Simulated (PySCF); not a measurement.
# Nuclear quadrupole coupling in (NaH)3 ring

Compound: (NaH)3 ring, Na₃H₃.
Z-matrix (Å and degrees, PBE0-D3(BJ)/def2-SVP geometry), rows numbered from 1:
```
Na
H   1  2.0587
Na  2  2.0613  1  111.89
H   3  2.0559  2  127.92  1     0.31
Na  4  2.0574  3  112.18  2     0.03
H   1  2.0594  2  128.17  3    -0.31
```

Field gradients from the PBE0/pcSseg-1 density (PySCF, non-relativistic), principal values in atomic units, ordered |Vxx| ≤ |Vyy| ≤ |Vzz|:

```
atom     Vxx     Vyy      Vzz
 Na1  0.1486  0.2396  -0.3881
 Na3  0.1477  0.2396  -0.3873
 Na5  0.1479  0.2397  -0.3876
```

Task: Find the asymmetry η = (Vxx − Vyy)/Vzz and the couplings χ = eQV/h (234.96 MHz × Q in barn × V in au), with Q(23Na) = 0.104 b.

Result: 
```
atom           environment  nucleus     η  χzz (MHz)  χxx (MHz)  χyy (MHz)
 Na1  sodium bonded to 2 H     23Na  0.23      -9.48       3.63       5.85
 Na3  sodium bonded to 2 H     23Na  0.24      -9.46       3.61       5.86
 Na5  sodium bonded to 2 H     23Na  0.24      -9.47       3.62       5.86
```

Task: What is Vzz at Na1 in SI units (1 au = 9.71736 × 10²¹ V/m²)?

Result: -0.3881 au = -3.772 × 10²¹ V/m².

Geometry: PBE0-D3(BJ)/def2-SVP; no solvent, vibrations or thermal averaging. These gradients aren't converged with respect to the basis.

These values come from a run that also computed NMR shieldings. The run took 2.2 s on one thread, Arm Neoverse V2, on a shared host.
